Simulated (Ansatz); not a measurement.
Hexagonal BN, elastic constant C11

Reference value: 811 GPa (measured, room temperature, not corrected to a static lattice; as tabulated in Bosak et al., Phys. Rev. B 73, 041402 (2006)).

```tsv
level (code)	value (GPa)	cell (Å³/atom)	difference (%)
LDA (Ansatz)	917	8.71	+13.1
PBE (Ansatz)	678	11.66	-16.4
PBE-D4 (Ansatz)	884	8.92	+9.0
r²SCAN (Ansatz)	881	9.32	+8.6
HSE06 (Ansatz)	763	10.86	-5.9
```

The reference is not for a static lattice or low temperature, so close values are not ranked against it.

The measured value isn't corrected to a static lattice, so vibrations enter the comparison. A static lattice is as a rule stiffer than a warm one, by over a tenth in soft solids.  LDA: LDA has no dispersion term either, though it tends to give short spacings of layers, chains or molecules. PBE, r²SCAN, HSE06: the cell comes from a level without a dispersion term, which matters for the spacing of layers, chains or molecules. PBE-D4: the dispersion coefficients are held fixed in the derivatives. Each level is taken at its own relaxed cell. Cutoffs and k meshes differ between the levels. Ansatz's density-functional and Hartree–Fock values are scalar-relativistic unless marked +SOC, with PAW data made under PBE.

Differences are worked out from the printed values.

Ansatz is an electronic-structure program.
